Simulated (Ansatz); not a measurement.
## Ansatz (development build ahead of 0.2.0) run

```yaml
crystal:
  periodic: [false, false, false]
  atoms:
    - { symbol: Al, position_ang: [0.0, 0.0, 0.0] }
    - { symbol: O, position_ang: [0.0, 0.0, 1.6989] }
basis:
  gaussian: { orbitals: def2-SVP }
magnetization:
  initial_magnetization: 1
hamiltonian:
  xc: hf
correlation:
  method: mp2
  frozen_orbitals: { Al: 5, O: 1 }
```

The input is written out in the form of the current development build from the run's settings. Correlation on restricted open-shell orbitals is semicanonical, with singles.

The run gave:

* Converged: yes
* Reference energy: -316.60731 hartree
* Correlation energy: -0.18448 hartree
* Total energy: -316.79179 hartree
* Spin squared of the determinant: 0.750
* Stability test: minimum among restricted orbitals
* Occupied orbitals by symmetry in an Abelian subgroup (alpha; beta): 7 A1 2 B1 2 B2; 7 A1 2 B1 1 B2

Messages of the program:
```
mean field -8615.32386820 eV, -316.6073124802 hartree, gradient 4.2e-7 eV, S^2 0.750000; 11 other ends of a descent, 0 dependent functions left out
```

Caution: this determinant is likely not that of the ground state; the determinant may break the point group.
